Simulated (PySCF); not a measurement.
How methods differ on the electron affinity of Si

Si⁻ [Ne] 3s2 3p3 (4S) → Si [Ne] 3s2 3p2 (3P), as a difference of total energies. Calculation: PySCF 2.14, in dyall-av2z; no relativity, point nucleus. Correlated levels: valence: [Ne] frozen; virtual orbitals above 40 to 60 times the deepest correlated orbital energy dropped. The calculations carry no spin-orbit coupling.

| method | electron affinity (eV) |
| --- | --- |
| UHF | 0.870 |
| LDA | 1.603 |
| PBE | 1.508 |
| PBE0 | 1.474 |
| r2SCAN | 1.560 |
| B3LYP | 1.356 |
| wB97X-V | 1.224 |
| PW91 | 1.540 |
| BP86 | 1.568 |
| MP2 (valence) | 1.319 |
| SCS-MP2 (valence) | 1.153 |

Q: How much does correlation contribute at MP2 (valence)?

A: 1.319 − (0.870) = 0.449 eV, measured against UHF.

A first-order spin-orbit estimate (lowest level to lowest level, LS coupling) adds -0.016 eV.

Errors of the correlated levels include the incompleteness of this basis and the frozen core.

In the anion the highest occupied orbital energy is positive at LDA, PBE, PBE0, r2SCAN, B3LYP, PW91, BP86, a self-interaction effect; the basis confines that electron, and the energy difference can still be sensible.

For comparison: 1.390 eV (measured; photodetachment measurements, as compiled on the Wikipedia data page of electron affinities).
